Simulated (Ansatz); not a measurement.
# How methods differ on BNH2Cl (SMILES N[B]Cl)

BNH2Cl has 5 atoms, charge 0, and is taken as a doublet. SMILES: `N[B]Cl`. The shape was relaxed beforehand at wB97X-V/def2-SVP. This is one conformer, not always the lowest.

Each level gives the adiabatic electron affinity (to the singlet anion, shapes relaxed at wB97X-V/def2-SVP, no zero-point term) (eV). The values are calculated.

The electron affinity is E(neutral) − E(anion): positive where the electron is bound.

```tsv
level	kind	program	value (eV)	less CCSD(T)/def2-TZVPP
USVWN5/def2-TZVPP	LDA	Ansatz	0.46	+0.08
UBLYP/def2-TZVPP	GGA	Ansatz	0.34	-0.04
UB3LYP/def2-TZVPP	global hybrid	Ansatz	0.42	+0.04
U-wB97M-V/def2-TZVPP	range-separated hybrid	Ansatz	0.51	+0.13
UCAM-B3LYP/def2-TZVPP	range-separated hybrid	Ansatz	0.38	0.00
RPA@PBE/def2-TZVPP	RPA	Ansatz	0.67	+0.29
UMP2/def2-TZVPP	perturbation theory	Ansatz	0.24	-0.14
UCCSD(T)/def2-TZVPP	coupled cluster or CI	Ansatz	0.38	0.00
```

UCCSD(T)/def2-TZVPP is the highest level here, not the true value. Sets without diffuse functions describe the anion poorly, and affinities from them come out too low, at high levels too. The values span 0.24 to 0.67 eV.
